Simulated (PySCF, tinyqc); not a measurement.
Worked calculation: CID on RHF in the sto-3g basis, frozen core, for BH, spin multiplicity 1. The lowest restricted solution is unstable here: a spin-polarised one lies 0.0997 hartree lower (PySCF). One step of it, computed by the program tinyqc.

Question. CID: determinants and Hamiltonian. Slater-Condon rules over spin orbitals, with the nuclear repulsion and the energy of the frozen orbital added and E(HF) subtracted on the diagonal. Only determinants linked to the reference directly or through others are kept (one block of an abelian symmetry group), so some states are absent.

one-electron integrals dressed by the frozen orbital, h + 2 (pq|11) - (p1|1q) (hartree), lower triangle:
```
           2          3          4          5          6
2  -1.586202
3   0.006556  -1.249506
4  -0.072156  -0.141899  -1.242622
5   0.000000   0.000000   0.000000  -1.365028
6   0.000000   0.000000   0.000000   0.000000  -1.365028
```

energy of the frozen orbital, 2 h_11 + (11|11) = -22.15741471 hartree

Two-electron integrals over orbitals (pq|rs), unique and non-zero (hartree); the lowest 1 orbital is frozen and left out:
```
(22|22) 0.509483    (32|22) -0.040237   (32|32) 0.061763    (33|22) 0.340170
(33|32) 0.033681    (33|33) 0.476020    (42|22) 0.028323    (42|32) 0.044114
(42|33) -0.010851   (42|42) 0.071711    (43|22) 0.139303    (43|32) -0.065534
(43|33) -0.092594   (43|42) 0.021443    (43|43) 0.204896    (44|22) 0.422960
(44|32) 0.018903    (44|33) 0.438777    (44|42) 0.025746    (44|43) 0.008851
(44|44) 0.465909    (52|52) 0.109196    (53|52) -0.015225   (53|53) 0.013348
(54|52) 0.013371    (54|53) 0.013275    (54|54) 0.022341    (55|22) 0.524389
(55|32) -0.043997   (55|33) 0.327612    (55|42) 0.034204    (55|43) 0.146571
(55|44) 0.416465    (55|55) 0.586773    (62|62) 0.109196    (63|62) -0.015225
(63|63) 0.013348    (64|62) 0.013371    (64|63) 0.013275    (64|64) 0.022341
(65|65) 0.031630    (66|22) 0.524389    (66|32) -0.043997   (66|33) 0.327612
(66|42) 0.034204    (66|43) 0.146571    (66|44) 0.416465    (66|55) 0.523513
(66|66) 0.586773
```

nuclear repulsion = 1.08393529 hartree

Hartree-Fock energy = -24.52224022 hartree

Give: determinants; H - E(HF) between determinants.

Answer.

Occupation strings over the orbitals (2 doubly, a alpha, b beta, 0 empty; spin orbitals ordered 1a 1b 2a 2b ...): 222000 220200 2ab200 220020 2ab020 220002 2ab002 2ba200 202200 2ba020 202020 2ba002 202002

H - E(HF) between determinants (hartree), lower triangle:
```
         222000   220200   2ab200   220020   2ab020   220002   2ab002   2ba200
222000   0.0000
220200   0.2049   0.3149
2ab200  -0.0214  -0.0173   0.3808
220020   0.0133   0.0223   0.0000   0.5217
2ab020   0.0152   0.0000   0.0223  -0.1064   0.3914
220002   0.0133   0.0223   0.0000   0.0316   0.0000   0.5217
2ab002   0.0152   0.0000   0.0223   0.0000   0.0316  -0.1064   0.3914
2ba200   0.0214   0.0173  -0.0618   0.0000   0.0000   0.0000   0.0000   0.3808
202200   0.0717   0.0618   0.0566   0.0000   0.0000   0.0000   0.0000  -0.0566
2ba020  -0.0152   0.0000   0.0000   0.1064  -0.0618   0.0000   0.0000   0.0223
202020   0.1092   0.0000   0.0000   0.0618  -0.0325   0.0000   0.0000   0.0000
2ba002  -0.0152   0.0000   0.0000   0.0000   0.0000   0.1064  -0.0618   0.0223
202002   0.1092   0.0000   0.0000   0.0000   0.0000   0.0618  -0.0325   0.0000

        202200  2ba020  202020  2ba002  202002
202200  0.7518
2ba020  0.0000  0.3914
202020  0.0223  0.0325  0.5662
2ba002  0.0000  0.0316  0.0000  0.3914
202002  0.0223  0.0000  0.0316  0.0325  0.5662
```
